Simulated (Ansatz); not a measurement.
A made-up structure of Si2H2, closed shell:

```
4
angstrom
Si 0.0456 0.1704 0.9727
Si -0.7701 -0.2994 -0.5428
H 0.6412 -0.9522 -0.0498
H 0.0832 1.0812 -0.3801
```

It is relaxed with PBE-D4/def2-SVP and then PBE0-D4/def2-TZVP (Ansatz 0.2.0). Atoms count as bonded within 1.22 times the sum of their covalent radii (H–H: 0.88 Å). The end point is not checked to be a true minimum.

(1) Does its bonding change? (Judge from chemistry; the calculation decides.)

Answers

(1) The calculation gives: No: no bond forms or breaks.

Where it ends: The first stage lowers the energy by 2.78 eV in 5 steps. It ends as Si₂H₂ ([H]1[Si]2[H][Si]12):
```xyz
4
angstrom
Si 0.1681 0.2303 1.1345
Si -0.8388 -0.3498 -0.7364
H 0.5937 -0.8817 -0.0462
H 0.0771 1.0011 -0.3519
```

Labels in which every atom is bracketed show which atoms are joined, not bond orders.

For scale, one of the runs: PBE0-D4/def2-TZVP relaxation, 86 basis functions, launched by `ansatz run in.yaml --threads 2 --pin off --events-out ev --progress --plain --max-ram 4352MiB`. The run took about 4.9 s on 2 CPU threads of an Arm Neoverse V1 (shared host).
